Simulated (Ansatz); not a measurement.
**PO+ (triplet): wave-function methods side by side, 6-31G**

How much of the correlation energy of PO+ (triplet) does each wave-function method recover here?

Program: Ansatz 0.2.0, Gaussian basis. Level of theory: 6-31G, core rule «outside noble gas», up to 6 orbitals frozen. These are calculated values, not measurements.

The runs, in order: UHF; CCSD(T) on ROHF; CCSD(T) on UHF; BCCD(T) on ROHF; CISD; CCSDT(Q) on ROHF; CCSDT(Q) on UHF; CISDTQ; CCSDTQ on ROHF; CCSDTQ on UHF; CASSCF and MRCISD+Q, 10 electrons in 8 orbitals; CASSCF and NEVPT2, 10 electrons in 8 orbitals; Full CI.

15 further runs of the same task are left out: 5 that didn't finish, 10 set aside as unsound or not needed.

## Step 1: What is computed

The geometry is a PBE0/def2-TZVP stationary point (not a proven minimum) of the parent state, kept for this charge and spin.

2 atoms, charge 1, spin multiplicity 3.

Atoms are counted from 1 here; the program's logs count them from 0.

Bond lengths: O1–P2 1.719 Å.

## Step 2: UHF

File in.yaml:

```yaml
crystal:
  periodic: [false, false, false]
  atoms:
    - {symbol: O, position_ang: [0.000000, 0.000000, 0.000000]}
    - {symbol: P, position_ang: [0.000000, 0.000000, 1.718900]}
basis:
  gaussian: {orbitals: 6-31G}
total_charge: 1
magnetization: {spin_polarized: true, initial_magnetization: 2}
hamiltonian: {xc: hf}
output: {orbitals: {seedname: orbitals}}
```

Launch:

```sh
$ ansatz run in.yaml --threads 1 --pin off --events-out ev --progress --plain --max-ram 2393MiB
```

The runs that follow: CCSD(T) on ROHF; CCSD(T) on UHF; BCCD(T) on ROHF; CISD; CCSDT(Q) on ROHF; CCSDT(Q) on UHF; CISDTQ; CCSDTQ on ROHF; CCSDTQ on UHF; CASSCF and MRCISD+Q, 10 electrons in 8 orbitals; CASSCF and NEVPT2, 10 electrons in 8 orbitals; Full CI.

Q: Predict the results of all the runs planned. Wanted: FCI below the RHF energy; RMP2 from FCI; UMP2 from FCI; RCCSD from FCI; RCCSD(T) from FCI; UCCSD(T) from FCI; RCCSDT(Q) from FCI; UCCSDT(Q) from FCI; NEVPT2 valence from FCI.

**Answer**, as computed:

```
                         quantity                                   value
         FCI below the RHF energy                              -4.6793 eV
                    RMP2 from FCI                         +23.72 kcal/mol
                    UMP2 from FCI                         +23.45 kcal/mol
                   RCCSD from FCI                         +12.55 kcal/mol
                RCCSD(T) from FCI                          +7.06 kcal/mol
                UCCSD(T) from FCI                          +7.07 kcal/mol
               RCCSDT(Q) from FCI                          -0.16 kcal/mol
               UCCSDT(Q) from FCI                          -0.51 kcal/mol
          NEVPT2 valence from FCI                         +10.52 kcal/mol
        MRCISD+Q valence from FCI                          +1.10 kcal/mol
levels within 1 kcal/mol (43 meV)  RCCSDT(Q), UCCSDT(Q), RCCSDTQ, UCCSDTQ
                    T1 diagnostic                                   0.044
   effectively unpaired electrons                                    2.56
```

What this shows: RCCSD(T) lands +7.06 kcal/mol from the yardstick (6.5 % of the correlation energy). RCCSDT(Q), UCCSDT(Q) fall below full CI: unrestricted runs freeze a spin-polarised core, another one than full CI's, and coupled cluster isn't variational. The occupations show some static correlation. Of the multireference levels listed MRCISD+Q valence comes nearest in total energy (+1.10 kcal/mol), which doesn't show that its space is the better one. These misses are within one basis, not against nature; the frozen cores of restricted and unrestricted runs differ, which can shift their rows.
